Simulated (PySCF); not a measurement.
## Oxygen: a sound run and one with changed settings

Sound run: O [He] 2s2 2p4, O⁺ [He] 2s2 2p3. All numbers are calculated (PySCF 2.14, no relativity, point nucleus, in 6-31G* (3s2p1d, 14 functions)). The sound run starts from symmetry-adapted Hartree-Fock orbitals and uses a fine grid where one is needed.

A second run was set up differently.

```csv
species,method,sound run (hartree),changed run (hartree),converged
O,UHF,-74.78318,-74.78318,yes
O,B3LYP,-75.05940,-75.04791,yes
O,PBE0,-74.98386,-74.97028,yes
O⁺,UHF,-74.34108,-74.34108,yes
O⁺,B3LYP,-74.54503,-74.53375,yes
O⁺,PBE0,-74.47896,-74.46845,yes
```

Ionisation energy of O:

```csv
method,sound run (eV),changed run (eV)
UHF,12.030,12.030
B3LYP,13.997,13.991
PBE0,13.739,13.655
```

Task: What was changed?
A. minimal basis
B. all electrons correlated in a valence basis
C. too few SCF iterations
D. radial grid too coarse

Result: D. It used radial step 0.8 in ln r (0.13 in the sound run). A coarse radial grid mis-integrates the density and the exchange-correlation energy, with errors of either sign; Hartree-Fock needs no grid.
